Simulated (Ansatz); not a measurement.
# C₂H₃ClO: basis-set convergence

One table from this session's results is given with a row withheld; the runs are named, their logs left out.

Program: Ansatz 0.2.0, Gaussian basis. Level of theory: one geometry, several basis sets. These are calculated values, not measurements.

Levels to be run: PBE0-D4/def2-SVP; ωB97M-V/def2-SVP; PBE0-D4/def2-QZVPP; ωB97M-V/def2-QZVPP; the functionals' def2-TZVPP values are taken from earlier runs.

## The relaxed structure

An earlier PBE0-D4 in a triple-zeta def2 set relaxation fixed the geometry.

7 atoms, charge 0, spin multiplicity 1.

Atoms are counted from 1 here; the program's logs count them from 0.

Bond lengths: O1–C2 1.196 Å, C2–C3 1.509 Å, C2–H5 1.109 Å, C3–Cl4 1.772 Å, C3–H6 1.089 Å, C3–H7 1.093 Å. Angles: O1–C2–C3 122.3°, O1–C2–H5 122.4°, C3–C2–H5 115.3°, C2–C3–Cl4 111.1°, C2–C3–H6 110.2°, C2–C3–H7 108.9°, Cl4–C3–H6 109.6°, Cl4–C3–H7 107.9°, H6–C3–H7 109.2°.

The first run:

Input file in.yaml:

```yaml
crystal:
  periodic: [false, false, false]
  atoms:
    - {symbol: O, position_ang: [-1.127253, 1.434738, -0.429376]}
    - {symbol: C, position_ang: [-0.200485, 0.686728, -0.541164]}
    - {symbol: C, position_ang: [0.078491, -0.408072, 0.459390]}
    - {symbol: Cl, position_ang: [0.903461, -1.775761, -0.307276]}
    - {symbol: H, position_ang: [0.523470, 0.759331, -1.377971]}
    - {symbol: H, position_ang: [-0.851154, -0.749987, 0.910758]}
    - {symbol: H, position_ang: [0.734669, -0.014977, 1.239839]}
basis:
  gaussian: {orbitals: def2-SVP}
hamiltonian: {xc: pbe0, dispersion: d4}
output: {orbitals: {seedname: orbitals}}
```

The run is started by

```console
ansatz run in.yaml --threads 2 --pin off --events-out ev --progress --plain --max-ram 4352MiB
```

Steps of the session up to this table: PBE0-D4 in def2-SVP; ωB97M-V in def2-SVP; PBE0-D4 in def2-QZVPP; ωB97M-V in def2-QZVPP.

One of the session's tables, all rows but one given; the rest of the session is left out.

It belongs to the step «Functionals by basis». 

```
functional       basis  HOMO (eV)
   PBE0-D4    def2-SVP      -7.82
   PBE0-D4  def2-TZVPP      -7.98
   PBE0-D4  def2-QZVPP      -8.03
   ωB97M-V    def2-SVP          ?
   ωB97M-V  def2-TZVPP     -10.36
   ωB97M-V  def2-QZVPP     -10.41
```

Estimate the missing values for ωB97M-V, def2-SVP.

The run gave: HOMO (eV): -10.17. In the column «HOMO (eV)» it lies between ωB97M-V, def2-TZVPP (-10.36) and PBE0-D4, def2-QZVPP (-8.03).
